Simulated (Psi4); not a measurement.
## HF (hydrogen fluoride): methods side by side

The species is HF (2 atoms), meant as a singlet with charge 0. As SMILES, `F`. Geometry: optimised at PBE0/def2-TZVP.

```xyz
2

F    -0.4108    0.1076   -0.1656
H     0.4017   -0.1175    0.2024
```

Each level gives the dipole moment (D). The values are calculated.

**What was measured.** NIST CCCBDB gives the dipole moment of the gas as 1.82 D.

```csv
level,kind,program,value (D),computed − measured,CPU time
r2SCAN-D4/def2-TZVPP (density fitting),meta-GGA,Psi4,1.84,+0.02,20 s
B3LYP-D4/def2-TZVPP (density fitting),global hybrid,Psi4,1.85,+0.03,11 s
PBE0-D4/def2-TZVPP (density fitting),global hybrid,Psi4,1.85,+0.03,12 s
wB97M-V/def2-TZVPP (density fitting),range-separated hybrid,Psi4,1.84,+0.02,23 s
```

Nearest: r2SCAN-D4/def2-TZVPP (density fitting) (+0.02 D), wB97M-V/def2-TZVPP (density fitting) (+0.02 D); farthest: PBE0-D4/def2-TZVPP (density fitting) (+0.03 D). The measured dipole is a vibrational average, so differences of a few hundredths of a debye mean little. Computed less measured by kind, in D (def2-TZVPP rows): meta-GGA +0.02; global hybrid +0.03 to +0.03; range-separated hybrid +0.02. Magnitudes only. Times are those of the runs behind each value, whatever else they computed, on shared processors of several kinds: orders of magnitude only.
